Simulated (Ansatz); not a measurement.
# BSiNH (doublet): from Hartree-Fock to the top rungs, def2-TZVPP

An exercise on one series of results from a longer session: the logs are not shown, and one member is left open.

Method: def2-TZVPP, core rule «outside noble gas», up to 7 orbitals frozen; program: Ansatz 0.2.0, Gaussian basis.

To be run: UHF; ROHF; CCSD(T) on UHF.

2 further runs of the same task are left out: 2 set aside as unsound or not needed.

### The system

The geometry is a PBE0/def2-TZVP stationary point (not a proven minimum).

4 atoms, charge 0, spin multiplicity 2.

Atoms are counted from 1 here; the program's logs count them from 0.

Bond lengths: B1–Si2 2.112 Å, Si2–N3 1.551 Å, N3–H4 0.998 Å. Angles: B1–Si2–N3 121.5°, Si2–N3–H4 175.3°.

The first run:

Contents of in.yaml:

```yaml
crystal:
  periodic: [false, false, false]
  atoms:
    - {symbol: B, position_ang: [0.000000, -0.556516, 1.882798]}
    - {symbol: Si, position_ang: [0.000000, 0.426125, 0.012979]}
    - {symbol: N, position_ang: [0.000000, -0.366966, -1.319729]}
    - {symbol: H, position_ang: [0.000000, -0.805058, -2.216804]}
basis:
  gaussian: {orbitals: def2-TZVPP}
magnetization: {spin_polarized: true, initial_magnetization: 1}
hamiltonian: {xc: hf}
output: {orbitals: {seedname: orbitals}}
```

Launch:

```sh
$ ansatz run in.yaml --threads 1 --pin off --events-out ev --progress --plain --max-ram 3968MiB --backend cpu
```

Among the steps run: UHF; ROHF; CCSD(T) on UHF.

One table of the session follows, with a row left open; its other results are not shown here.

```
  method  from UCCSD(T) (meV)
    ROHF             +11805.0
     UHF                    ?
    UMP2              +1751.4
   UCCSD               +717.5
UCCSD(T)                    0
```

**Question.** Estimate the row for UHF.

**Answer.** from UCCSD(T) (meV): +11240.2. In the column «from UCCSD(T) (meV)» it lies between UMP2 (+1751.4) and ROHF (+11805.0).

With the free atoms at the same levels and basis (separate runs), the atomisation energy is 10.119 eV at UCCSD(T), 5.590 eV at ROHF.

Limits of these values: The determinant is far from a pure spin state, so its energy mixes those of several spin states (harmless only where they are near-degenerate, as at dissociation).
